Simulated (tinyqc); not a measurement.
MP2 on RHF in the sto-3g basis, for H2O, spin multiplicity 1, step by step. One step of it, computed by the program tinyqc.

Task: Iteration 1: building the Fock matrix. J_ij = sum D_kl (ij|kl), K_ij = sum D_kl (ik|jl); F = H + J - 0.5 K; E = tr D H + tr D J / 2 - 0.25 tr D K + E_nn.

D at the start:
```
            1O 1s      1O 2s    1O 2px     1O 2py     1O 2pz      2H 1s      3H 1s
1O 1s    2.143269  -0.487505  0.000000   0.000000   0.019486  -0.016386  -0.016386
1O 2s   -0.487505   2.083302  0.000000   0.000000  -0.101218   0.036921   0.036921
1O 2px   0.000000   0.000000  1.308266   0.000000   0.000000   0.000000   0.000000
1O 2py   0.000000   0.000000  0.000000   1.174559   0.000000   0.114594  -0.114594
1O 2pz   0.019486  -0.101218  0.000000   0.000000   1.215720   0.059949   0.059949
2H 1s   -0.016386   0.036921  0.000000   0.114594   0.059949   0.996648   0.084861
3H 1s   -0.016386   0.036921  0.000000  -0.114594   0.059949   0.084861   0.996648
```

core Hamiltonian H = T + V (hartree):
```
             1O 1s      1O 2s     1O 2px     1O 2py     1O 2pz      2H 1s      3H 1s
1O 1s   -32.717865  -7.612082   0.000000   0.000000  -0.021262  -1.738632  -1.738632
1O 2s    -7.612082  -9.332043   0.000000   0.000000  -0.250337  -3.736409  -3.736409
1O 2px    0.000000   0.000000  -7.455388   0.000000   0.000000   0.000000   0.000000
1O 2py    0.000000   0.000000   0.000000  -7.586010   0.000000  -1.855969   1.855969
1O 2pz   -0.021262  -0.250337   0.000000   0.000000  -7.573203  -1.854159  -1.854159
2H 1s    -1.738632  -3.736409   0.000000  -1.855969  -1.854159  -5.096065  -1.866880
3H 1s    -1.738632  -3.736409   0.000000   1.855969  -1.854159  -1.866880  -5.096065
```

Two-electron integrals (ij|kl) in chemists' order, unique and non-zero (hartree):
```
(11|11) 4.785065    (21|11) 0.741380    (21|21) 0.136873    (22|11) 1.118947
(22|21) 0.256633    (22|22) 0.817206    (31|31) 0.024477    (32|31) 0.037809
(32|32) 0.180518    (33|11) 1.115814    (33|21) 0.256684    (33|22) 0.817023
(33|33) 0.880159    (41|41) 0.024477    (42|41) 0.037809    (42|42) 0.180518
(43|43) 0.047444    (44|11) 1.115814    (44|21) 0.256684    (44|22) 0.817023
(44|33) 0.785270    (44|44) 0.880159    (51|51) 0.024477    (52|51) 0.037809
(52|52) 0.180518    (53|53) 0.047444    (54|54) 0.047444    (55|11) 1.115814
(55|21) 0.256684    (55|22) 0.817023    (55|33) 0.785270    (55|44) 0.785270
(55|55) 0.880159    (61|11) 0.170700    (61|21) 0.031235    (61|22) 0.058142
(61|33) 0.058032    (61|41) 0.001042    (61|42) 0.001945    (61|44) 0.058210
(61|51) 0.000989    (61|52) 0.001847    (61|54) 0.000169    (61|55) 0.058192
(61|61) 0.007220    (62|11) 0.401797    (62|21) 0.093248    (62|22) 0.327182
(62|33) 0.321740    (62|41) 0.005057    (62|42) 0.038103    (62|44) 0.330163
(62|51) 0.004802    (62|52) 0.036187    (62|54) 0.007999    (62|55) 0.329337
(62|61) 0.021669    (62|62) 0.160135    (63|31) 0.009919    (63|32) 0.057149
(63|43) 0.007983    (63|53) 0.007581    (63|63) 0.023234    (64|11) 0.205585
(64|21) 0.048344    (64|22) 0.181172    (64|33) 0.172891    (64|41) 0.012225
(64|42) 0.077223    (64|44) 0.193419    (64|51) 0.002190    (64|52) 0.019065
(64|54) 0.011914    (64|55) 0.177006    (64|61) 0.011747    (64|62) 0.107706
(64|64) 0.094868    (65|11) 0.195246    (65|21) 0.045913    (65|22) 0.172061
(65|33) 0.164197    (65|41) 0.002190    (65|42) 0.019065    (65|44) 0.168530
(65|51) 0.011999    (65|52) 0.075255    (65|54) 0.012098    (65|55) 0.183268
(65|61) 0.011157    (65|62) 0.102290    (65|64) 0.068032    (65|65) 0.087845
(66|11) 0.530729    (66|21) 0.125174    (66|22) 0.502320    (66|33) 0.481865
(66|41) 0.009054    (66|42) 0.093008    (66|44) 0.513807    (66|51) 0.008598
(66|52) 0.088331    (66|54) 0.030336    (66|55) 0.510676    (66|61) 0.029372
(66|62) 0.304920    (66|64) 0.234288    (66|65) 0.222506    (66|66) 0.774606
(71|11) 0.170700    (71|21) 0.031235    (71|22) 0.058142    (71|33) 0.058032
(71|41) -0.001042   (71|42) -0.001945   (71|44) 0.058210    (71|51) 0.000989
(71|52) 0.001847    (71|54) -0.000169   (71|55) 0.058192    (71|61) 0.007126
(71|62) 0.021092    (71|64) 0.010408    (71|65) 0.010865    (71|66) 0.028291
(71|71) 0.007220    (72|11) 0.401797    (72|21) 0.093248    (72|22) 0.327182
(72|33) 0.321740    (72|41) -0.005057   (72|42) -0.038103   (72|44) 0.330163
(72|51) 0.004802    (72|52) 0.036187    (72|54) -0.007999   (72|55) 0.329337
(72|61) 0.021092    (72|62) 0.134426    (72|64) 0.061657    (72|65) 0.083779
(72|66) 0.215619    (72|71) 0.021669    (72|72) 0.160135    (73|31) 0.009919
(73|32) 0.057149    (73|43) -0.007983   (73|53) 0.007581    (73|63) 0.019011
(73|73) 0.023234    (74|11) -0.205585   (74|21) -0.048344   (74|22) -0.181172
(74|33) -0.172891   (74|41) 0.012225    (74|42) 0.077223    (74|44) -0.193419
(74|51) -0.002190   (74|52) -0.019065   (74|54) 0.011914    (74|55) -0.177006
(74|61) -0.010408   (74|62) -0.061657   (74|64) -0.009604   (74|65) -0.037494
(74|66) -0.085609   (74|71) -0.011747   (74|72) -0.107706   (74|74) 0.094868
(75|11) 0.195246    (75|21) 0.045913    (75|22) 0.172061    (75|33) 0.164197
(75|41) -0.002190   (75|42) -0.019065   (75|44) 0.168530    (75|51) 0.011999
(75|52) 0.075255    (75|54) -0.012098   (75|55) 0.183268    (75|61) 0.010865
(75|62) 0.083779    (75|64) 0.037494    (75|65) 0.070439    (75|66) 0.148091
(75|71) 0.011157    (75|72) 0.102290    (75|74) -0.068032   (75|75) 0.087845
(76|11) 0.184731    (76|21) 0.043307    (76|22) 0.165776    (76|33) 0.161523
(76|44) 0.164205    (76|51) 0.003449    (76|52) 0.031208    (76|55) 0.171421
(76|61) 0.009996    (76|62) 0.082502    (76|64) 0.047538    (76|65) 0.059245
(76|66) 0.165403    (76|71) 0.009996    (76|72) 0.082502    (76|74) -0.047538
(76|75) 0.059245    (76|76) 0.052004    (77|11) 0.530729    (77|21) 0.125174
(77|22) 0.502320    (77|33) 0.481865    (77|41) -0.009054   (77|42) -0.093008
(77|44) 0.513807    (77|51) 0.008598    (77|52) 0.088331    (77|54) -0.030336
(77|55) 0.510676    (77|61) 0.028291    (77|62) 0.215619    (77|64) 0.085609
(77|65) 0.148091    (77|66) 0.369397    (77|71) 0.029372    (77|72) 0.304920
(77|74) -0.234288   (77|75) 0.222506    (77|76) 0.165403    (77|77) 0.774606
```

nuclear repulsion = 9.20103494 hartree

Give: Coulomb J; exchange K; Fock matrix F; total energy of this density.

Result:

Coulomb J (hartree):
```
          1O 1s   1O 2s  1O 2px   1O 2py  1O 2pz   2H 1s    3H 1s
1O 1s   17.2693  3.2413  0.0000   0.0000  0.0156  0.7408   0.7408
1O 2s    3.2413  8.0705  0.0000   0.0000  0.1783  3.2681   3.2681
1O 2px   0.0000  0.0000  8.0221   0.0000  0.0000  0.0000   0.0000
1O 2py   0.0000  0.0000  0.0000   8.0852  0.0000  1.8110  -1.8110
1O 2pz   0.0156  0.1783  0.0000   0.0000  8.0800  1.7885   1.7885
2H 1s    0.7408  3.2681  0.0000   1.8110  1.7885  5.2217   1.6915
3H 1s    0.7408  3.2681  0.0000  -1.8110  1.7885  1.6915   5.2217
```

exchange K (hartree):
```
         1O 1s   1O 2s  1O 2px   1O 2py  1O 2pz   2H 1s    3H 1s
1O 1s   9.9183  1.6974  0.0000   0.0000  0.0225  0.4312   0.4312
1O 2s   1.6974  2.8236  0.0000   0.0000  0.1913  1.3893   1.3893
1O 2px  0.0000  0.0000  1.7194   0.0000  0.0000  0.0000   0.0000
1O 2py  0.0000  0.0000  0.0000   1.8348  0.0000  0.5714  -0.5714
1O 2pz  0.0225  0.1913  0.0000   0.0000  1.8264  0.6479   0.6479
2H 1s   0.4312  1.3893  0.0000   0.5714  0.6479  1.5121   0.7598
3H 1s   0.4312  1.3893  0.0000  -0.5714  0.6479  0.7598   1.5121
```

Fock matrix F (hartree):
```
           1O 1s    1O 2s   1O 2px   1O 2py   1O 2pz    2H 1s    3H 1s
1O 1s   -20.4077  -5.2195   0.0000   0.0000  -0.0170  -1.2134  -1.2134
1O 2s    -5.2195  -2.6734   0.0000   0.0000  -0.1677  -1.1630  -1.1630
1O 2px    0.0000   0.0000  -0.2930   0.0000   0.0000   0.0000   0.0000
1O 2py    0.0000   0.0000   0.0000  -0.4182   0.0000  -0.3307   0.3307
1O 2pz   -0.0170  -0.1677   0.0000   0.0000  -0.4064  -0.3896  -0.3896
2H 1s    -1.2134  -1.1630   0.0000  -0.3307  -0.3896  -0.6305  -0.5553
3H 1s    -1.2134  -1.1630   0.0000   0.3307  -0.3896  -0.5553  -0.6305
```

total energy of this density = -75.506370 hartree

This density is the starting one; it is not idempotent, so its energy is not variational and may lie below the converged one.
